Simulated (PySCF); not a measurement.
hydrogen fluoride (FH), SMILES F. Atoms are numbered in the order given.

```xyz
2

F      0.0000     0.0000    -0.0925
H      0.0000     0.0000     0.8329
```

Geometry: B3LYP-D3(BJ)/def2-TZVPD.

Two levels are set side by side: PBE/pcJ-2 (PySCF) and B3LYP/pcJ-2 (PySCF). One-bond couplings, all four terms, same geometry. Isotopes: 19F, 1H. Differences are taken from unrounded values.

```csv
quantity,B3LYP,PBE,PBE minus B3LYP
"¹J(F1,H2) (Hz)",399.1,329.4,-69.7
```

Rough cost on one machine, each run with all the roots and properties that it gave: B3LYP against PBE within a factor of 2.
